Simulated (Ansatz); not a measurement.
A nudged elastic band was laid between two geometries of HO2S (4 atoms, charge -1, multiplicity 1).

These are results of RKS B3LYP-D4/def2-SVP (Ansatz 0.2.0), not measurements.

```yaml
movable_images: 9
climbing_image: yes
spring: 5.0 eV/Å²
optimiser: quadratic models (default)
start_path: through a guess of the saddle point
force_threshold: 0.05 eV/Å
iteration_limit: 60
end_points: relaxed
```

First end point:

```xyz
4
Properties=species:S:1:pos:R:3
O -1.409 0.872 -0.390
S -0.512 0.310 0.771
O 0.681 -0.878 0.082
H 1.241 -0.304 -0.462
```

Last end point:

```xyz
4
Properties=species:S:1:pos:R:3
O -1.196 0.712 -0.359
S 0.002 0.174 0.409
O 0.062 -1.343 0.510
H 1.132 0.456 -0.559
```

Question: Which bonds break or form, and what moves?

Answer: Bonds broken: O3–H4. Bonds formed: S2–H4.

Question: Give the energies along the band, and the barrier.

Answer: The forces met the threshold. The highest image is number 5 of 0 to 10, 1.80 eV above the first end and 1.90 eV above the last; the last end lies 0.10 eV below the first. A vibrational analysis at the climbing image gives one clearly imaginary mode, 1562i cm⁻¹: a first-order saddle point. The orbitals stay closed-shell, which can raise the energy where a bond breaks towards radicals; this wasn't checked here. Limits of this set-up: an anion without diffuse functions, the dipole of an ion depends on the origin.

```tsv
image	path coordinate (Å)	energy (eV)	O3–H4 (Å)	S2–H4 (Å)
0	0.00	0.00	0.97	2.23
1	0.17	0.05	0.96	2.11
2	0.35	0.27	0.97	1.91
3	0.52	0.73	1.03	1.70
4	0.69	1.47	1.21	1.54
5	0.87	1.80	1.40	1.44
6	1.03	1.54	1.59	1.39
7	1.20	0.95	1.77	1.38
8	1.37	0.37	1.96	1.41
9	1.54	0.01	2.15	1.46
10	1.71	-0.10	2.35	1.51
```

Question: What is the geometry of the highest image?

Answer: 
```xyz
4
Properties=species:S:1:pos:R:3
O -1.392 0.790 -0.303
S -0.138 0.375 0.489
O 0.500 -1.203 0.103
H 1.030 0.038 -0.289
```

Question: What are the harmonic wavenumbers there?

Answer: 1562i, 337, 692, 788, 1030, 2222 cm⁻¹.

The band took 10 iterations and roughly 80 core-seconds.

Run time: 84 s on 1 thread of Arm Neoverse V2 (shared host), peak memory 0.095 GiB.
